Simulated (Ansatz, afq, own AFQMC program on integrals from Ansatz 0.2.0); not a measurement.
## ScNH$_{2}$, singlet: a scan with AFQMC

```yaml
atoms:
  - { symbol: Sc, position_ang: [0.0000, 0.0000, 0.5199] }
  - { symbol: N, position_ang: [0.0000, 0.0000, -1.3854] }
  - { symbol: H, position_ang: [0.0000, 0.8279, -1.9692] }
  - { symbol: H, position_ang: [0.0000, -0.8279, -1.9692] }
```

The Sc1–N2 distance is changed with both sides rigid. Energies in kJ/mol count from this geometry (1.905 Å) at the same level; the start stands on RHF, each point on the determinant named.

Basis def2-TZVP. Only valence electrons are correlated. Ansatz 0.2.0 and our own AFQMC program on the same integrals; the CISD trial comes from CCSD amplitudes, and released means the phaseless constraint is let go. Error bars are statistical, one sigma. The metal's outer-core s and p shells are frozen, which shifts wave-function levels against functionals.

Cautions, each for one point or more: CCSDT(Q) on the RHF determinant differs, so the two series follow different states; CCSDT(Q) on the UHF determinant differs, perhaps since the unrestricted series falls towards higher spin; higher spins were not checked; no relativity below Rb; outer-core shells of the metal frozen; restricted determinant unstable towards unrestricted; strong correlation; the ph-AFQMC/CISD walk drifts between its halves; unrestricted determinant spin contaminated; walk and cluster series may follow different spin states.

```json
{"r(Sc1–N2) / Å": "1.702", "det.": "RHF", "T1": "0.019", "weight": "0.85", "⟨S²⟩": "pure", "CCSD(T)": "84.0", "ph-AFQMC/CISD": "83.8 ± 0.7", "CCSDT(Q)": "84.6", "wB97M-V": "65.9", "B2PLYP": "67.4"}
{"r(Sc1–N2) / Å": "2.116", "det.": "RHF", "T1": "0.023", "weight": "0.84", "⟨S²⟩": "pure", "CCSD(T)": "19.6", "ph-AFQMC/CISD": "20.3 ± 0.8", "CCSDT(Q)": "18.7", "wB97M-V": "25.6§", "B2PLYP": "28.5§"}
{"r(Sc1–N2) / Å": "2.613", "det.": "RHF", "T1": "0.041", "weight": "0.80", "⟨S²⟩": "pure", "CCSD(T)": "185.8", "ph-AFQMC/CISD": "186.7 ± 1.1", "CCSDT(Q)": "180.0", "wB97M-V": "183.3§", "B2PLYP": "165.1§"}
{"r(Sc1–N2) / Å": "3.469", "det.": "UHF†‡¶", "T1": "0.021", "weight": "0.86", "⟨S²⟩": "1.04", "CCSD(T)": "335.5", "ph-AFQMC/CISD": "338.0 ± 0.8", "CCSDT(Q)": "335.5", "wB97M-V": "–", "B2PLYP": "–"}
{"r(Sc1–N2) / Å": "5.257", "det.": "UHF†¶", "T1": "0.017", "weight": "0.87", "⟨S²⟩": "1.02", "CCSD(T)": "344.8", "ph-AFQMC/CISD": "346.1 ± 0.7", "CCSDT(Q)": "345.2", "wB97M-V": "–", "B2PLYP": "341.3§"}
```

Weight is that of the determinant in the CISD state; at the start T1 is 0.020 and the weight 0.84. ¶ marks points with a poor determinant and no full CI, where no value is sure; they don't count among the departures. A dagger marks points whose determinant fills other symmetries than the start's, so the wave-function levels may follow another state there, or a degenerate partner. A double dagger marks points where the walks on two determinants ended up to 88.9 kJ/mol apart; the lower is shown. A dash marks a missing value, a released energy that hasn't settled or a functional that sits on another state. § marks a functional whose ⟨S²⟩ is too high by over 0.1 (B2PLYP at the start too). Largest departures from phaseless AFQMC with a CISD trial: CCSD(T) -0.9 kJ/mol at 2.613 (on RHF) (within the noise), CCSDT(Q) -6.6 kJ/mol at 2.613 (on RHF). The walk's constraint bias lies outside its error bars, so these are departures and not errors. The functionals aren't scored here. In total energy ph-AFQMC/CISD lies 17 ± 5 meV above CCSDT(Q) at the start, so its agreement along the curve rests in part on cancellation.

Some points may be missing: those where a free walk finds a much lower state, and past Zn most of those on another determinant than at the start.

CCSDT and higher add their correlation energy to the determinant of the CCSD(T) run, since their own runs factorise the integrals more tightly (a shift of under 2 meV). A walk keeps the symmetry of its determinant, which the program's search chose and which needn't be the lowest solution, so a lower state of the same spin and another symmetry isn't excluded.
